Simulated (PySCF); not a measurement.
CH₃F, SMILES CF. Atoms are numbered in the order given.

```xyz
5

C      0.0000     0.0000     0.6348
F      0.0000     0.0000    -0.7523
H      0.8952     0.5169     0.9873
H     -0.8952     0.5169     0.9873
H      0.0000    -1.0337     0.9873
```
Charge 0, spin multiplicity 1.

Coordinates come from a r2SCAN-D4/def2-TZVP optimisation.

Two levels are set side by side: PBE/pcJ-1 (PySCF) and PBE0/pcJ-1 (PySCF). One-bond couplings, all four terms, same geometry. Isotopes: 13C, 19F, 1H. Differences are taken from unrounded values.

```csv
quantity,PBE0
"¹J(C1,F2) (Hz)",-220.4
"¹J(C1,H3) (Hz)",144.8
"¹J(C1,H4) (Hz)",144.8
"¹J(C1,H5) (Hz)",144.8
```

Task: What does PBE give, and how far is it from PBE0? (Estimate from the structure and the level; the computed values follow.)

Result: 
| quantity | PBE | PBE minus PBE0 |
|---|---|---|
| ¹J(C1,F2) (Hz) | -247.8 | -27.4 |
| ¹J(C1,H3) (Hz) | 139.5 | -5.3 |
| ¹J(C1,H4) (Hz) | 139.5 | -5.3 |
| ¹J(C1,H5) (Hz) | 139.5 | -5.3 |

Rough cost on one machine, each run with all the roots and properties that it gave: PBE0 against PBE within a factor of 2.
